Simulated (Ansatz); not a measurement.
Abstraction of H: SiH3(CN) + C2H5OS → SiH2(CN) + C2H6OS

Species: SiH3(CN) (silyl cyanide), singlet; C2H5OS `[CH2]S(C)=O`, doublet; SiH2(CN), doublet; C2H6OS (dimethyl sulfoxide) `CS(C)=O`, singlet. A radical takes H: the energy is the difference in strength between the Si–H bond broken and the C–H bond made.

Shapes, held fixed at every level: PBE0-D4/def2-TZVP. Flexible molecules stand in one conformer, not always the lowest. Programs: Ansatz 0.2.0. The zero-point and thermal change to 298 K, harmonic and unscaled (PBE0-D4/def2-TZVP), is +10.9 kJ/mol.

Q: Estimate ΔH(298 K) of this reaction.

A: The highest level, CCSD(T)/CBS estimate, gives ΔH(298 K) = -40.5 kJ/mol; the levels span -52.5 to -33.6. The column of differences is taken from that level and isn't an error. No measured value is set beside it here. Spin contamination: SiH2(CN) (⟨S²⟩ up to 0.82). Open shells run unrestricted. The CBS estimate extrapolates MP2 from def2-TZVPP and def2-QZVPP and adds CCSD(T) − MP2 in the triple-zeta set, cores frozen.

| level | kind | ΔH(298 K) (kJ/mol) | less CCSD(T)/CBS estimate |
| --- | --- | --- | --- |
| MP2/def2-SVP | perturbation theory | -48.6 | -8.1 |
| HF/def2-SVP | Hartree–Fock | -33.6 | +6.9 |
| B3LYP-D4/def2-TZVPP | global hybrid | -38.6 | +1.9 |
| BHLYP-D4/def2-TZVPP | global hybrid | -34.6 | +5.9 |
| wB97X-V/def2-TZVPP | range-separated hybrid | -37.6 | +2.9 |
| CCSD(T)/def2-SVP | coupled cluster or CI | -52.5 | -12.0 |
| CCSD/def2-SVP | coupled cluster or CI | -51.5 | -11.0 |
| CCSD(T)/CBS estimate | coupled cluster or CI | -40.5 | 0.0 |
